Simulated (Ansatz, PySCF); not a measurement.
Molecule: CHO2, charge 0, multiplicity 2. It need not be the lowest isomer of its formula. SMILES: O=[C]O
Coordinates optimised at B3LYP-D3(BJ)/def2-TZVP (Ansatz, a program for electronic structure):
```
C
O 1 1.1815
O 1 1.3236 2 130.78
H 3 0.9792 1 109.74 2 0.00
```
Charge 0, spin multiplicity 2.

Property: atomisation energy (electronic, to ground-state atoms), in kcal/mol. Correlated levels leave the core frozen unless marked. Open shells are spin-unrestricted. Spin-orbit coupling is left out. Non-relativistic. FCI takes restricted orbitals. The coupled-cluster limit lacks core correlation, which all-electron functionals hold. CBS marks a two-point X^-3 extrapolation of the correlation energy; Hartree-Fock from the larger set. [CCSD(T)-MP2]/basis is that difference in the basis named.

| level | program | atomisation energy (kcal/mol) |
|---|---|---|
| HF-D4/def2-TZVPD | PySCF + dftd4 | 248.3 |
| PBE-D4/def2-TZVPD | Ansatz + dftd4 | 420.6 |
| revPBE/def2-TZVPD | Ansatz | 400.5 |
| B97M-V/def2-TZVPD | Ansatz | 393.9 |
| B3LYP-D4/def2-TZVPD | Ansatz + dftd4 | … |
| PBE0-D4/def2-TZVPD | Ansatz + dftd4 | 397.2 |
| TPSSh-D3(BJ)/def2-TZVPD | PySCF + dftd3 | 388.8 |
| r2SCANh/def2-TZVPD | Ansatz | … |
| MN15-D3(BJ)/def2-TZVPD | PySCF + dftd3 | 398.3 |
| LC-wPBE-D3(BJ)/def2-TZVPD | Ansatz + dftd3 | 398.3 |
| LC-wPBE/def2-TZVPD | Ansatz | 397.6 |
| RPA@PBE/cc-pVTZ | Ansatz | … |
| CCSD/cc-pVTZ | Ansatz | 368.1 |
| FCI/STO-3G | Ansatz | 295.6 |
| RI-MP2/CBS(aug-cc-pVTZ,aug-cc-pVQZ)+[CCSD(T)-MP2]/aug-cc-pVTZ | Ansatz | … |

Problem. Some entries are withheld; supply them.

Solution. 
- B3LYP-D4/def2-TZVPD, atomisation energy (kcal/mol): 394.6
- r2SCANh/def2-TZVPD, atomisation energy (kcal/mol): 392.8
- RPA@PBE/cc-pVTZ, atomisation energy (kcal/mol): 357.7
- RI-MP2/CBS(aug-cc-pVTZ,aug-cc-pVQZ)+[CCSD(T)-MP2]/aug-cc-pVTZ, atomisation energy (kcal/mol): 393.6
